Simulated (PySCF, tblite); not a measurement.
**chlorine and 2 × hydrogen fluoride**

A gas-phase complex of chlorine and 2 × hydrogen fluoride; neutral, singlet. The structure comes from a short search (6 tight-binding starts) and was relaxed by PBE0-D3(BJ)/def2-SVPD; another way of binding may lie lower. Frequencies by PBE0-D3(BJ)/def2-SVPD show no clear imaginary mode.

```json
{"part": "1", "name": "chlorine", "SMILES": "ClCl", "atoms": "1–2", "charge": "0", "multiplicity": "1"}
{"part": "2", "name": "hydrogen fluoride", "SMILES": "F", "atoms": "3–4", "charge": "0", "multiplicity": "1"}
{"part": "3", "name": "hydrogen fluoride", "SMILES": "F", "atoms": "5–6", "charge": "0", "multiplicity": "1"}
```

```xyz
6

Cl    0.949   -0.084    0.519
Cl   -0.701   -0.055   -0.665
F    -0.333    3.069   -0.656
H    -0.528    2.160   -0.727
F     1.750    3.368    1.004
H     1.027    3.352    0.419
```
(Å; atoms numbered from 1)

| contact | kind (by geometry) | distance (Å) | angle (°) |
| --- | --- | --- | --- |
| H6···F3 | hydrogen bond | 1.756 | 172 |
| H4···Cl2 | hydrogen bond | 2.222 | 170 |

Interaction energies are complex less parts, with the parts frozen as they stand in it; counterpoise-corrected, in kcal/mol (PySCF).

Q: Give the interaction energy at each level run.

A: 
```csv
level,interaction,superposition error removed
wB97M-D3(BJ)/def2-TZVPD,-7.62,-0.19
PBE0-D3(BJ)/def2-TZVPD,-8.47,-0.20
RI-MP2/aug-cc-pVTZ,-7.13,-1.38
```

Q: What holds them together? Decompose the wB97M-D3(BJ)/def2-TZVPD energy: frozen parts, their antisymmetrised product, then relaxation.

A: electrostatic -10.6, Pauli repulsion +12.7, orbital relaxation -8.4, dispersion correction -1.6 kcal/mol, which sum to the value before the counterpoise correction; the Pauli term holds the exchange-correlation of the frozen density too. Of the attraction, 51 % is electrostatic, 41 % is orbital relaxation, 8 % is dispersion correction.

Q: Are the pair energies additive?

A: The pairs sum to -6.53 kcal/mol (1–2 -1.5, 1–3 -0.5, 2–3 -4.5); the rest of -1.08 is a many-body strengthening.

The parts were also relaxed and run alone, at the levels used for the complex: shieldings by PBE0/pcSseg-2.

Values alone: F5–H6 bond (Å): 0.920; shielding of H6 (ppm): 29.19; shielding of F3 (ppm): 410.9; shielding of H4 (ppm): 29.19; shielding of Cl2 (ppm): 543.6.

Q: What does binding change?

A: 
```json
{"property": "F5–H6 bond (Å)", "alone": "0.920", "in the complex": "0.930", "change": "+0.010"}
{"property": "shielding of H6 (ppm)", "alone": "29.19", "in the complex": "26.12", "change": "-3.07"}
{"property": "shielding of F3 (ppm)", "alone": "410.9", "in the complex": "387.0", "change": "-23.9"}
{"property": "shielding of H4 (ppm)", "alone": "29.19", "in the complex": "26.04", "change": "-3.15"}
{"property": "shielding of Cl2 (ppm)", "alone": "543.6", "in the complex": "628.0", "change": "+84.4"}
```
